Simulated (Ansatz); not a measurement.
Compare A (`C=CC=CC=N`) with its isomer B (`C#CC(N)C=C`).

Calculated with Ansatz (gas phase, PBE0-D4/def2-TZVP geometries, no zero-point term in ΔE). CCSD(T)/CBS adds triple-zeta CCSD(T) − MP2 to the extrapolated MP2 energy (def2 sets, frozen cores). DFT in def2-TZVPP. B3LYP here is the variant with VWN-RPA as its local correlation; programs differ in this. One conformer a species, not always the lowest.

(1) Which is lower in electronic energy at CCSD(T)/CBS, and by how much? (Best estimate.)

(2) Give E(B) − E(A) in kJ/mol with HF/def2-TZVPP, CCSD/def2-TZVPP, B2PLYP, ωB97M-V, CCSD(T)/def2-TZVPP, B3LYP-D4, r2SCAN-D4. (An estimate is asked.)

Largest T1 diagnostic: 0.012.

## Answers

(1) The calculation gave: A, by 114.7 kJ/mol.

(2) Ansatz gave: HF/def2-TZVPP 122.3, CCSD/def2-TZVPP 113.9, B2PLYP 126.5, ωB97M-V 115.5, CCSD(T)/def2-TZVPP 118.2, B3LYP-D4 136.7, r2SCAN-D4 143.0. None reverses the order clearly.

From PBE to PBE0 (25 % exact exchange), in def2-TZVPP and without D4, E(B) − E(A) moves by −9.2 kJ/mol. In def2-TZVPP, CCSD(T) changes the Hartree–Fock value by −4.1 kJ/mol (the triples alone add +4.3 kJ/mol) and MP2 by −15.3 kJ/mol.
